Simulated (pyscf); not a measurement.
Optimised with ωB97X-D3(BJ)/def2-SVP in PySCF.

Q: Estimate by transition-state theory the rate constant of H atom (H•) + ammonia (NH₃) -> hydrogen (H₂) + amino radical (NH₂•) (doublet surface; H–N broken, H–H formed) at 1200 K, with ωB97M-D3(BJ)/def2-TZVP energies (ideal gas, 1 atm, RRHO with modes under 100 cm⁻¹ raised to 100, one conformer, R ln 2 for chiral ones without a mode under 150 cm⁻¹; no tunnelling).

A: The electronic barrier is 13.7 kcal/mol and the thermal terms add +23.4, so ΔG‡ = 37.1 kcal/mol. With k_BT/h = 2.50e+13 s⁻¹ and RT = 2.385 kcal/mol, and a volume of 1.64e-19 cm³ per molecule at 1 atm, k = 7.2e-13 cm³ molecule⁻¹ s⁻¹. Wigner's tunnelling factor for 1251i cm⁻¹ would be 1.09. A shift of 1 kcal/mol in the barrier changes k by a factor 1.5. One saddle was located; it need not be the lowest between these sides. The angle at the transferred H is 156°.
